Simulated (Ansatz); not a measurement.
Compare A (`C1=COCCC1`) with its isomer B (`C=CCC1CO1`).

Computed with Ansatz on PBE0-D4/def2-TZVP structures; ΔE is electronic, products minus reactants. CCSD(T)/CBS adds triple-zeta CCSD(T) − MP2 to the extrapolated MP2 energy (def2 sets, frozen cores). DFT in def2-TZVPP. One conformer a species, not always the lowest.

Problem. Which is lower in electronic energy at CCSD(T)/CBS, and by how much? (Best estimate.)

Solution. Computed: A, by 117.4 kJ/mol.

Problem. Give E(B) − E(A) in kJ/mol with MP2/def2-TZVPP, B2PLYP, CCSD/def2-TZVPP, HF/def2-TZVPP, PBE-D4, r2SCAN-D4, CCSD(T)/def2-TZVPP. (Estimate.)

Solution. Computed: MP2/def2-TZVPP 117.4, B2PLYP 115.9, CCSD/def2-TZVPP 117.1, HF/def2-TZVPP 118.2, PBE-D4 115.5, r2SCAN-D4 118.4, CCSD(T)/def2-TZVPP 116.7. None reverses the order clearly.

Largest T1 diagnostic: 0.012.

From PBE to PBE0 (25 % exact exchange), in def2-TZVPP and without D4, E(B) − E(A) moves by +7.7 kJ/mol. The D4 term adds +5.1 kJ/mol with B3LYP and +2.3 kJ/mol with PBE0; it sums over pairs of atoms, weighted by their polarisabilities, and B3LYP, whose exchange is more repulsive, gets the larger term.

B3LYP here is the variant with VWN-RPA as its local correlation; programs differ in this.
